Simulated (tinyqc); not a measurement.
Ways to converge the cycle: SCF convergence aids in the sto-6g basis, for HF, spin multiplicity 1. Computed by the program tinyqc with PySCF. RHF with one setting changed at a time; a run stops when the energy changes by less than 1e-09 hartree and the error matrix is below 1e-5. The start is the core Hamiltonian. Damping d keeps d of the old density; a shift (hartree) raises the virtual levels; DIIS n extrapolates F over n matrices.

Geometry (angstrom):
```
atom       x       y       z
F     0.0000  0.0000  0.0000
H     0.0000  0.0000  1.1340
```

lowest restricted solution found by these runs and by PySCF = -99.472222 hartree

Largest element of the error matrix X^T (FDS - SDF) X:
```
iteration    plain  damping 0.3  damping 0.6  shift 0.4   DIIS 3   DIIS 8
1          5.5e-01      5.5e-01      5.5e-01    5.5e-01  5.5e-01  5.5e-01
2          9.0e-02      2.6e-01      4.2e-01    4.6e-01  9.0e-02  9.0e-02
3          1.7e-02      9.2e-02      2.9e-01    1.7e-01  1.2e-02  1.2e-02
4          3.7e-03      3.6e-02      1.9e-01    5.0e-02  7.5e-04  7.5e-04
5          8.1e-04      1.5e-02      1.2e-01    1.5e-02  6.9e-06  1.2e-05
6          1.8e-04      6.6e-03      7.6e-02    4.4e-03  1.1e-07  1.3e-07
8          8.5e-06      1.3e-03      2.9e-02    4.0e-04        -        -
10               -      2.5e-04      1.2e-02    4.1e-05        -        -
14               -      1.0e-05      2.6e-03          -        -        -
20               -            -      2.5e-04          -        -        -
30               -            -      5.6e-06          -        -        -
```

How each run ends:
```
run          iterations  E (hartree)         state
plain                 8    -99.47222  lowest found
damping 0.3          19    -99.47222  lowest found
damping 0.6          41    -99.47222  lowest found
shift 0.4            12    -99.47222  lowest found
DIIS 3                6    -99.47222  lowest found
DIIS 8                6    -99.47222  lowest found
```

What does the comparison show, and why?

6 of 6 runs reach the lowest restricted solution found, in 6 to 41 iterations (fastest: DIIS 3, DIIS 8). Plain steps already contract here, so damping only slows them. DIIS 3 and DIIS 8 gain by cancelling the error over several earlier matrices, much as a quasi-Newton step does.
